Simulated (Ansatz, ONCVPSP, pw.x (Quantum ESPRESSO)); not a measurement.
What a changed setting does to a pw.x run (bcc W)

Potential: optimised norm-conserving Vanderbilt (ONCV), ONCVPSP 4.0.1.1 (patched build), PBE; core [Kr] 4d10 4f14, reference 5s2 5p6 5d4 6s2; waves: 5s+6s: rc 1.90 bohr, ncon 4, nbas 9, qcut 5.6 1/bohr, 2 projectors; 5p: rc 1.60 bohr, ncon 4, nbas 8, qcut 7.9 1/bohr, 2 projectors, debl 1.7 Ha; 5d: rc 2.64 bohr, ncon 4, nbas 8, qcut 7.4 1/bohr, 2 projectors, debl 2.7 Ha; local part: polynomial inside 1.25 bohr (lpopt 5, dvloc0 -1 Ha); core correction: Teter function, fcfact 1.75, rcfact 1.25.

The reference run (k-mesh 14³, cutoffs 65/260 Ry, Fermi–Dirac 0.01 Ry, mixing_beta 0.4, conv_thr 1e-9, no spin) gives -3.32 GPa at 16.130 Å³/atom, where all-electron LAPW gives 0.30 GPa. This run, with its own iteration cap, changes k-mesh shift to 1.

```
&control
  calculation='scf', prefix='x', pseudo_dir='./', outdir='./tmp', tstress=.true., disk_io='none'
/
&system
  ibrav=0, nat=1, ntyp=1, ecutwfc=65, ecutrho=260, nbnd=15,
  occupations='smearing', smearing='fd', degauss=0.01
/
&electrons
  conv_thr=1e-09, mixing_beta=0.4, electron_maxstep=50
/
ATOMIC_SPECIES
W 1.0 W.UPF
CELL_PARAMETERS angstrom
  -1.59168867 1.59168867 1.59168867
  1.59168867 -1.59168867 1.59168867
  1.59168867 1.59168867 -1.59168867
ATOMIC_POSITIONS crystal
W 0.0000 0.0000 0.0000
K_POINTS automatic
14 14 14 1 1 1
```

```bash
pw.x < W.scf.in > W.scf.out
```

Question: How does the run end?

Answer: It converges in 8 iterations; the free energy moves by -6.3 meV/atom and the pressure by -0.10 GPa.

```
Message from routine setup:
     using ibrav=0 with symmetry is DISCOURAGED, use correct ibrav instead
     lattice parameter (alat)  =       5.2098  a.u.
     unit-cell volume          =     108.8506 (a.u.)^3
     number of electrons       =        14.00
     number of Kohn-Sham states=           15
     kinetic-energy cutoff     =      65.0000  Ry
     charge density cutoff     =     260.0000  Ry
     scf convergence threshold =      1.0E-09
     Exchange-correlation= PBE
     number of k points=   100  Fermi-Dirac smearing, width (Ry)=  0.0100
     iteration #  1     ecut=    65.00 Ry     beta= 0.40
     total energy              =    -140.45430040 Ry
     estimated scf accuracy    <       0.04039217 Ry
     iteration #  2     ecut=    65.00 Ry     beta= 0.40
     total energy              =    -140.45513240 Ry
     estimated scf accuracy    <       0.00638064 Ry
     iteration #  3     ecut=    65.00 Ry     beta= 0.40
     total energy              =    -140.45594036 Ry
     estimated scf accuracy    <       0.00042723 Ry
     [... 2 iterations left out ...]
     iteration #  6     ecut=    65.00 Ry     beta= 0.40
     total energy              =    -140.45596146 Ry
     estimated scf accuracy    <          9.6E-09 Ry
     iteration #  7     ecut=    65.00 Ry     beta= 0.40
     total energy              =    -140.45596146 Ry
     estimated scf accuracy    <          1.3E-09 Ry
     iteration #  8     ecut=    65.00 Ry     beta= 0.40
     the Fermi energy is    21.9167 ev
!    total energy              =    -140.45596146 Ry
     estimated scf accuracy    <          1.6E-10 Ry
     smearing contrib. (-TS)   =      -0.00206567 Ry
     The total energy is F=E-TS. E is the sum of the following terms:
     one-electron contribution =     -19.09469705 Ry
     hartree contribution      =      16.67653067 Ry
     xc contribution           =     -19.46458832 Ry
     ewald contribution        =    -118.57114109 Ry
     convergence has been achieved in   8 iterations
          total   stress  (Ry/bohr**3)                   (kbar)     P=      -34.16
     Message from routine punch:
     Nothing written, as per user request (disk_io='none')
```

The run took about 17 s on one core of a shared host (Neoverse-V2, 96 threads, 742 GiB, load 36).
